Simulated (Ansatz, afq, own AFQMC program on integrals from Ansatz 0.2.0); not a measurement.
# Where AFQMC and coupled cluster stand for WNCl, quintet

```xyz
3

W     0.0000   -0.0655   -0.2467
N     0.0000    0.4774   -1.9119
Cl    0.0000    0.1511    2.0344
```

Connectivity, by distances: N–W–Cl.

Basis def2-SVP with its core potentials. Noble-gas cores (and the filled d shells of Ga–Kr and In–Xe) are frozen. Integrals, coupled cluster, full CI and functionals: Ansatz 0.2.0; the random walks run on the same integrals in our own AFQMC program. ph-AFQMC/CISD is guided by a CISD state made of CCSD amplitudes; releasing the constraint for a short imaginary time cuts its bias at the price of noise, slowly where states lie close. ± is one standard error of the sampling. No spin–orbit coupling. The metal's outer-core s and p shells are frozen, which shifts wave-function levels against functionals.

Determinant: ROHF, the one that the program's search chose, which needn't be the lowest solution. The geometry is a PBE0/def2-TZVP stationary point of this or a neighbouring charge and spin state.

No full CI on the walks' own integrals is used here; CCSDT(Q) serves as the reference and is uncertain by about the last step of the cluster series.

Cautions: no spin-orbit coupling; outer-core shells of the metal frozen; another spin lies lower; a spin-contaminated unrestricted determinant lies lower (UHF 326 meV lower, ⟨S²⟩ 6.22); the released energies are still falling, so no released level is given (meV from the phaseless value at times in 1/Eh: -21 ± 7 at 0.24, -36 ± 8 at 0.60, -48 ± 8 at 1.20, -55 ± 10 at 1.80, -75 ± 18 at 2.60), though the last usable value meets CCSDT(Q) within the noise; CCSDT(Q) on the UHF determinant differs (104 meV lower), by its state or its frozen core.

* T1 diagnostic: 0.0371
* weight of the determinant in the CISD state: 0.795
* size of the correlated space: 18 electrons in 54 orbitals

```csv
level,correlation energy (eV)
MP2,-11.0400
CCSD,-11.4501
CCSD(T),-12.0061
```

**Question.** Estimate where phaseless AFQMC with the Hartree–Fock trial lies against CCSD(T) on the same integrals.

**Answer.** 0.96 ± 1.90 kcal/mol below CCSD(T). The gap is under twice the noise, so this walk alone can't tell the two apart.

Reference: CCSDT(Q), correlation energy -12.082 eV.

| level | E − E(reference) (kcal/mol) | share of correlation (%) |
| --- | --- | --- |
| CCSD(T) | 1.74 | 99.37 |
| CCSDT | 0.79 | 99.72 |
| ph-AFQMC/HF | 0.78 ± 1.90 | 99.72 |
| ph-AFQMC/CISD | 1.19 ± 0.17 | 99.57 |

A walk keeps the symmetry of its determinant, which the program's search chose and which needn't be the lowest solution, so a lower state of the same spin and another symmetry isn't excluded.
